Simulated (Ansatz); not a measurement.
# Reading a saddle point

A first-order saddle point of SiNH7O, closed shell, PBE0-D4/def2-TZVP, with one imaginary mode of 1346i cm⁻¹:

```xyz
10
angstrom
Si -0.1772 -0.5577 0.1321
O 1.4528 0.3882 -0.0916
H 0.3072 -1.7802 -0.5476
H -1.3127 -0.9488 1.0246
N -1.0313 0.6430 -0.7599
H 1.3769 -0.1079 0.9981
H 0.7678 -0.7015 1.6085
H 1.3276 1.3434 -0.0372
H -0.6740 1.0807 -1.5931
H -2.0371 0.6409 -0.7338
```

Computed with Ansatz 0.2.0 (basis: def2-TZVPP and def2-QZVPP); correlated methods freeze the cores. Extrapolation: Hartree–Fock as exp(−7.88 √X), correlation as X^−2.97.

(1) Which contacts change along the imaginary mode, and what lies on either side? (A judgement: the text doesn't fix the answer.)

(2) Which side is lower, and how far does the saddle lie above each? (Judge from chemistry; the value comes from the calculation.)

No T1 diagnostic of these runs exceeds 0.012.

## Answers

(1) Computed: The step is SiNH₅O ([NH2][SiH2][OH]) + H₂ → SiNH₅ ([NH2][SiH3]) + H₂O, with the molecules in contact on both sides. Shortening one way: Si1–H7, O2–H6; lengthening the same way: Si1–O2, H6–H7.
```json
{"pair": "Si1–H7", "one side (Å)": "3.96", "saddle (Å)": "1.76", "other side (Å)": "1.48"}
{"pair": "O2–H6", "one side (Å)": "2.68", "saddle (Å)": "1.20", "other side (Å)": "0.96"}
{"pair": "Si1–O2", "one side (Å)": "1.65", "saddle (Å)": "1.90", "other side (Å)": "3.77"}
{"pair": "H6–H7", "one side (Å)": "0.75", "saddle (Å)": "1.05", "other side (Å)": "3.74"}
```

(2) By the calculation: The side with Si1–O2, H6–H7 short is lower by 71.3 kJ/mol; the saddle lies 236.3 kJ/mol above it and 165.0 kJ/mol above the other (CCSD(T) at an estimated basis limit (MP2 extrapolated from triple and quadruple zeta, plus CCSD(T) − MP2 in triple zeta); electronic energies).

Labels in which every atom is bracketed show which atoms are joined, not bond orders.

For scale, one of the runs: CCSD(T)/def2-TZVPP, 202 basis functions, launched by `ansatz run in.yaml --threads 2 --pin off --events-out ev --progress --plain --max-ram 4352MiB`. Time: 100 s of wall clock on 2 CPU threads of an Arm Neoverse N1; the host was shared. Peak host memory: 2.5 GiB.
